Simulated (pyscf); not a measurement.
Structures and frequencies: ωB97X-D3(BJ)/def2-SVP in PySCF. MP2 and CC: frozen core, UHF for open shells. ΔMP2 is the change of the MP2 total energy from the triple- to the quadruple-zeta basis.

Task: For the elementary gas-phase step `[B][Cl]` [singlet] + `[CH2]=[CH2]` → `[Cl][B]1[CH2][CH2]1` (singlet surface; none broken, B–C, B–C formed), what barrier and reaction energy does CCSD(T)/def2-TZVPP + ΔMP2(QZVPP) give, measured from the separated reactants?

Result: ΔE‡ = 5.9 kcal/mol, ΔE = -51.5 kcal/mol. Zero-point energy shifts the barrier by +1.2 kcal/mol. It is a cycloaddition, with an imaginary mode of 445i cm⁻¹. cyclic C₂H₄BCl (SMILES ClB1CC1) lies 13.0 kcal/mol over its isomer H₂C=CH–BH–Cl, and others may lie lower still (electronic energy, ωB97M-D3(BJ)). One saddle was located; it need not be the lowest between these sides. One closed-shell reference is unstable to symmetry breaking; treat the single-reference values with care. The CCSD(T) − MP2 part came from Ansatz, without density fitting, on the same reference.
